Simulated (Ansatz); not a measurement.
# Relaxing Co3C

These are results of DFT r2SCAN, scalar-relativistic, plane waves, PAW in Ansatz, not measurements. Cutoff 500 eV, Γ-centred k mesh, Gaussian smearing, collinear spin, first started from parallel moments.

Co3C was placed on the Cu3Au (L1_2) structure type (Pm-3m, No. 221), with C in place of Au, Co in place of Cu, at a guessed volume.

```
CELL_PARAMETERS angstrom
3.31046 0.00000 0.00000
0.00000 3.31046 0.00000
0.00000 0.00000 3.31046
ATOMIC_POSITIONS crystal
Co 0.00000 0.50000 0.50000
Co 0.50000 0.00000 0.50000
Co 0.50000 0.50000 0.00000
C 0.00000 0.00000 0.00000
```

Cell and atoms relax at zero pressure; the relaxation can't lower the symmetry of the start. After a coarse first stage the cell is made exact in the group found at 0.06 Å.

Energies over the elements count from the elements' standard structures at the same level, with no empirical corrections.

Question: Describe the relaxed structure.

Answer: It keeps Pm-3m (No. 221). The result has the Cu3Au (L1_2) structure. Conventional cell: a = 3.394 Å. Co is coordinated by 4 C at 2.40 Å and 8 Co at 2.40 Å; C has 12 Co at 2.40 Å.

```cif
data_structure
_symmetry_space_group_name_H-M 'Pm-3m'
_symmetry_Int_Tables_number 221
_cell_length_a 3.3938
_cell_length_b 3.3938
_cell_length_c 3.3938
_cell_angle_alpha 90.000
_cell_angle_beta 90.000
_cell_angle_gamma 90.000
_cell_volume 39.09
loop_
_atom_site_label
_atom_site_type_symbol
_atom_site_symmetry_multiplicity
_atom_site_Wyckoff_symbol
_atom_site_fract_x
_atom_site_fract_y
_atom_site_fract_z
_atom_site_occupancy
Co1 Co 3 c 0.00000 0.50000 0.50000 1
C1 C 1 a 0.00000 0.00000 0.00000 1
```

Question: What are its volume, energy, gap and moment?

Answer: The volume per atom is 9.77 Å³, the density is 8.02 g/cm³ and the energy over the elements is 0.87 eV/atom. The gap on the 14×14×14 mesh is 0 eV (a metal). The net moment per atom is 1.55 μB and the largest site moment is 2.06 μB.

The final run used a 14×14×14 mesh on its 4-atom cell and 0.10 eV smearing. The k mesh leaves about 4 meV/atom of noise in metals. The magnetic state reached may not be the lowest. A structure relaxed within its symmetry needn't be a true minimum.

Cost: 3 runs of about 6 core-minutes in all, on Arm Neoverse V1 (shared hosts).